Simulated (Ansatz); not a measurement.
**C₃H₂Cl+ (SMILES Clc1c[cH+]1): single points off equilibrium**

The atoms stand at a structure displaced at random from a GFN2-xTB minimum. How far do the functionals agree with CCSD(T) there?

Computed with Ansatz 0.2.0, Gaussian basis. Level: single points in def2-TZVPP.

Cores are frozen in the correlated methods.

### 1 Starting geometry

SMILES `Clc1c[cH+]1`, 6 atoms, charge 1, spin multiplicity 1.

Atoms are counted from 1 here; the program's logs count them from 0.

Bond lengths: Cl1–C2 1.648 Å, C2–C3 1.457 Å, C2–C4 1.446 Å, C3–C4 1.437 Å, C3–H5 1.107 Å, C4–H6 1.091 Å. Angles: Cl1–C2–C3 151.0°, Cl1–C2–C4 149.6°, C3–C2–C4 59.3°, C2–C3–C4 60.0°, C2–C3–H5 150.2°, C4–C3–H5 149.8°, C2–C4–C3 60.7°, C2–C4–H6 152.2°, C3–C4–H6 147.1°.

As a file:

```
Cl   -1.7695    0.2411    1.6227
C    -0.5661    0.0657    0.5104
C     0.6039   -0.6351   -0.0015
C     0.1267    0.5471   -0.6640
H     1.3425   -1.4561    0.0757
H     0.2636    1.2578   -1.4803
```

### 2 CCSD(T)/def2-TZVPP

run/in.yaml

```yaml
crystal:
  periodic: [false, false, false]
  atoms:
    - {symbol: Cl, position_ang: [-1.769500, 0.241100, 1.622700]}
    - {symbol: C, position_ang: [-0.566100, 0.065700, 0.510400]}
    - {symbol: C, position_ang: [0.603900, -0.635100, -0.001500]}
    - {symbol: C, position_ang: [0.126700, 0.547100, -0.664000]}
    - {symbol: H, position_ang: [1.342500, -1.456100, 0.075700]}
    - {symbol: H, position_ang: [0.263600, 1.257800, -1.480300]}
basis:
  gaussian: {orbitals: def2-TZVPP}
total_charge: 1
correlation: {method: ccsd_t}
output: {forces: true}
```

The command line of these runs was not kept.

### 3 PBE0-D4/def2-TZVPP

Changes to run/in.yaml since step 2:

```diff
@@ -12,3 +12,3 @@
 total_charge: 1
-correlation: {method: ccsd_t}
-output: {forces: true}
+hamiltonian: {xc: pbe0, dispersion: d4}
+output: {forces: true, orbitals: {seedname: orbitals}}
```

### 4 wB97M-V/def2-TZVPP

Changes to run/in.yaml since step 3:

```diff
@@ -12,3 +12,3 @@
 total_charge: 1
-hamiltonian: {xc: pbe0, dispersion: d4}
-output: {forces: true, orbitals: {seedname: orbitals}}
+hamiltonian: {xc: {name: wB97M-V}}
+output: {forces: true}
```

### 5 r2SCAN-D4/def2-TZVPP

Changes to run/in.yaml since step 4:

```diff
@@ -12,3 +12,3 @@
 total_charge: 1
-hamiltonian: {xc: {name: wB97M-V}}
+hamiltonian: {xc: r2scan, dispersion: d4}
 output: {forces: true}
```

### 6 PBE-D4/def2-TZVPP

Changes to run/in.yaml since step 5:

```diff
@@ -12,3 +12,3 @@
 total_charge: 1
-hamiltonian: {xc: r2scan, dispersion: d4}
+hamiltonian: {xc: pbe, dispersion: d4}
 output: {forces: true}
```

### 7 r2SCAN0-D4/def2-TZVPP

Changes to run/in.yaml since step 6:

```diff
@@ -12,3 +12,3 @@
 total_charge: 1
-hamiltonian: {xc: pbe, dispersion: d4}
+hamiltonian: {xc: {name: r2SCAN0}, dispersion: d4}
 output: {forces: true}
```

### 8 CAM-B3LYP-D4/def2-TZVPP

Changes to run/in.yaml since step 7:

```diff
@@ -12,3 +12,3 @@
 total_charge: 1
-hamiltonian: {xc: {name: r2SCAN0}, dispersion: d4}
+hamiltonian: {xc: {name: CAM-B3LYP}, dispersion: d4}
 output: {forces: true}
```

(Steps that only read results are left out.)

**Question.** What will these runs give? Wanted: energy less free atoms, CCSD(T)/def2-TZVPP; RMS force component; RMS force error; HOMO and LUMO, PBE0-D4; T1 diagnostic.

**Answer**, as computed:

```
                                  quantity                                                                                                   value
energy less free atoms, CCSD(T)/def2-TZVPP                                                                                         -388.2 kcal/mol
                       RMS force component                                                                    1.575 to 2.017 eV/Å over the methods
                           RMS force error  PBE0-D4 0.340, wB97M-V 0.329, r2SCAN-D4 0.227, PBE-D4 0.155, r2SCAN0-D4 0.445, CAM-B3LYP-D4 0.448 eV/Å
                    HOMO and LUMO, PBE0-D4                                                                                     -15.00 and -7.87 eV
                             T1 diagnostic                                                                                                   0.014
```

Against CCSD(T) the functionals' energies less atoms differ by -51.1 to -9.2 kcal/mol, PBE-D4 by -51.1 kcal/mol. A larger basis would deepen the CCSD(T) value, while the functionals are nearly converged already, so the order here is not reliable. The forces of PBE-D4 come nearest to CCSD(T), those of CAM-B3LYP-D4 are farthest. Frozen-core CCSD(T) forces in triple zeta carry basis errors of their own, and this is one geometry, so small gaps rank nothing.
